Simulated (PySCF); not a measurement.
H2Si, SMILES [SiH2] (connectivity only; charge and spin as stated), charge +1, multiplicity 2. The structure is a stationary point at PBE0-D3(BJ)/def2-TZVPD. The isomer is the one that the SMILES or the coordinates give; other isomers of the formula were not compared.

Calculation: PBE0-D3(BJ)/def2-TZVPD (PySCF).

Harmonic wavenumbers (cm⁻¹): 898, 2154, 2236. Rotational constants (GHz): 479.9, 150.7, 114.7; symmetry number 2.

### Question
Work out the zero-point energy and the ideal-gas rigid-rotor harmonic-oscillator thermochemistry at 298.15 K and 1 atm.

### Answer
ZPE = ½ Σ hcν = ½ × 5288 cm⁻¹ = 31.63 kJ/mol. H − E(el) = 41.69 kJ/mol. Entropy in J/(mol K): translation 151.21, rotation 54.17, vibration 0.59, spin 5.76, total 211.73. G − E(el) = -21.44 kJ/mol. Cp = 35.41 J/(mol K).
